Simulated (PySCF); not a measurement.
# doublet BH2Cl+: levels of theory compared

We compute a comparison of 5 runs (UB3LYP/STO-3G, UM06-2X/STO-3G, UPBE/STO-3G, UCCSD(T)/STO-3G, FCI/STO-3G) of doublet BH2Cl+. 

Program for the calculation: PySCF 2.14.0.

10 further runs of the same task are left out: 10 set aside as unsound or not needed.

### 1 The structure to begin with

BH2Cl+: 4 atoms, total charge +1, spin state doublet. SMILES of the parent species: `BCl`. The coordinates come from a PBE0-D4/def2-TZVP relaxation. That shape belongs to the parent species and isn't relaxed for this state.

Bond lengths: B1–Cl2 1.733 Å, B1–H3 1.190 Å, B1–H4 1.190 Å. Angles: Cl2–B1–H3 118.1°, Cl2–B1–H4 118.1°, H3–B1–H4 123.7°.

### 2 A single-point energy at UB3LYP/STO-3G (run 1)

Contents of run.py:

```python
from pyscf import gto, dft

mol = gto.M(
    atom=[
    ('B', (-0.116700, 0.021700, -0.075300)),
    ('Cl', (1.365000, -0.395300, 0.721200)),
    ('H', (-1.106200, -0.559500, 0.240400)),
    ('H', (-0.086600, 0.872800, -0.906600)),
],
    charge=1,
    verbose=3,
    max_memory=1860,
    basis='sto-3g',
    spin=1,
)

myscf = dft.UKS(mol)
myscf.xc = 'b3lyp'
myscf.conv_tol = 1e-10
myscf.grids.level = 5
myscf.kernel()
if not myscf.converged:
    myscf = myscf.newton().run(myscf.mo_coeff, myscf.mo_occ)

e_tot = myscf.e_tot
print(f'total energy: {e_tot:.8f} hartree')
```

The run is started by

```sh
$ OMP_NUM_THREADS=1 python run.py
```

The program printed:

```text
WARN: HOMO -0.321279618051736 >= LUMO -0.321279618051735

converged SCF energy = -480.543102624785  <S^2> = 0.75183666  2S+1 = 2.0018358
total energy: -480.54310262 hartree
```

Wall time 3.3 s (1 thread of Arm Neoverse V1, shared host); peak memory 0.19 GiB.

### 3 A single-point energy at UM06-2X/STO-3G (run 2)

Contents of input.py:

```python
from pyscf import gto, dft

mol = gto.M(
    atom='''
B     -0.116700     0.021700    -0.075300
Cl     1.365000    -0.395300     0.721200
H     -1.106200    -0.559500     0.240400
H     -0.086600     0.872800    -0.906600
''',
    spin=1,
    max_memory=1860,
    verbose=3,
    basis='sto-3g',
    charge=1,
)

mf = dft.UKS(mol)
mf.xc = 'm06-2x'
mf.conv_tol = 1e-10
mf.grids.level = 5
mf.kernel()
if not mf.converged:
    mf = mf.newton().run(mf.mo_coeff, mf.mo_occ)

e_tot = mf.e_tot
print('E = %.10f Eh' % e_tot)
```

The run is started by

```sh
$ OMP_NUM_THREADS=1 python input.py
```

The program printed:

```text
WARN: HOMO -0.326144741095466 >= LUMO -0.326144741095467

converged SCF energy = -480.551421222747  <S^2> = 0.75229873  2S+1 = 2.0022974
E = -480.5514212227 Eh
```

Wall time 5.1 s (1 thread of Arm Neoverse V1, shared host); peak memory 0.2 GiB.

Run 3 isn't shown in full; the table further down has it.

### 4 A single-point energy at UCCSD(T)/STO-3G (run 4)

Contents of run.py:

```python
from pyscf import gto, cc

molecule = gto.M(
    atom='B -0.116700 0.021700 -0.075300; Cl 1.365000 -0.395300 0.721200; H -1.106200 -0.559500 0.240400; H -0.086600 0.872800 -0.906600',
    spin=1,
    basis='sto-3g',
    charge=1,
    max_memory=1860,
    verbose=3,
)

mf = molecule.UHF()
mf.conv_tol = 1e-10
mf.kernel()
if not mf.converged:
    mf = mf.newton().run(mf.mo_coeff, mf.mo_occ)

mycc = cc.CCSD(mf, frozen=6)
mycc.kernel()
e_t = mycc.ccsd_t()
e_final = mycc.e_tot + e_t
print(f'total energy: {e_final:.8f} hartree')
```

The run is started by

```sh
$ OMP_NUM_THREADS=1 python run.py
```

The program printed:

```text
converged SCF energy = -479.759284524206  <S^2> = 0.75371186  2S+1 = 2.0037084
E(UCCSD) = -479.8209464716481  E_corr = -0.06166194744191782
UCCSD(T) correction = -0.00120937166250444
total energy: -479.82215584 hartree
```

It took 0.82 s on 1 thread of Arm Neoverse V1, shared host; peak memory 0.12 GiB.

### 5 The energy at FCI/STO-3G (run 5)

Contents of mol.xyz:

```xyz
4

B     -0.116700     0.021700    -0.075300
Cl     1.365000    -0.395300     0.721200
H     -1.106200    -0.559500     0.240400
H     -0.086600     0.872800    -0.906600
```

Contents of input.py:

```python
from pyscf import gto, scf, mcscf

system = gto.M(
    atom='mol.xyz',
    verbose=4,
    charge=1,
    basis='sto-3g',
    spin=1,
    max_memory=1860,
)

mf = scf.ROHF(system)
mf.conv_tol = 1e-10
mf.kernel()
if not mf.converged:
    mf = mf.newton().run(mf.mo_coeff, mf.mo_occ)

cas = mcscf.CASCI(mf, mf.mo_coeff.shape[-1] - 6, (system.nelec[0] - 6, system.nelec[1] - 6))  # full CI above the frozen core
cas.fix_spin_(ss=0.75)
cas.kernel()
etot = cas.e_tot
print(f'total energy: {etot:.8f} hartree')
```

The run is started by

```sh
$ OMP_NUM_THREADS=1 python input.py
```

The program printed:

```text
PySCF version 2.14.0

[... 62 lines left out ...]
converged SCF energy = -479.758264910861
[... 1 line left out ...]
******** <class 'pyscf.mcscf.casci.CASCI'> ********
CAS (6e+5e, 10o), ncore = 6, nvir = 0
natorb = False
canonicalization = True
sorting_mo_energy = False
******** <class 'pyscf.fci.addons.SpinPenaltyFCISolver'> ********
max. cycles = 200
conv_tol = 1e-08
davidson only = True
linear dependence = 1e-12
level shift = 0.001
max iter space = 12
nroots = 1
pspace_size = 400
spin = None
Density matrix diagonal elements [1.99610785 1.98102492 1.9762855  1.97120741 1.93189083 1.04826817
 0.03005666 0.0256401  0.02009059 0.01942796]
CASCI converged
CASCI E = -479.822804005256  E(CI) = -30.3051246221212  S^2 = 0.7500000
total energy: -479.82280401 hartree
```

Wall time 1.4 s (1 thread of Arm Neoverse V1, shared host); peak memory 0.13 GiB.

### 6 Overview of the runs

| run | level | integration grid | frozen core orbitals | energy (Eh) | HOMO energy (eV) | LUMO energy (eV) | ⟨S²⟩ | wall time |
| --- | --- | --- | --- | --- | --- | --- | --- | --- |
| 1 | UB3LYP/STO-3G | 5 | – | -480.543103 | -17.56 | -14.49 | 0.752 | 3.3 s |
| 2 | UM06-2X/STO-3G | 5 | – | -480.551421 | -19.03 | -13.45 | 0.752 | 5.1 s |
| 3 | UPBE/STO-3G | 5 | – | -480.297621 | -16.26 | -15.13 | 0.751 | 3 s |
| 4 | UCCSD(T)/STO-3G | – | 6 | -479.822156 | -21.11 | -9.46 | 0.754 | 0.82 s |
| 5 | FCI/STO-3G | – | 6 | -479.822804 | – | – | – | 1.4 s |

### 7 What came out

| quantity | value |
| --- | --- |
| run 5: total energy | -479.82280 Eh |
| run 5: correlation energy (6 core orbitals frozen) | -64.5 mEh |

In words: Against full CI in this basis: UCCSD(T) +0.6 mEh. Totals of different functionals can't be ranked against each other. In runs 1, 2, 3, 4, 5 the basis is minimal, so the values are rough. All runs together took 14 s, the longest 5.1 s.
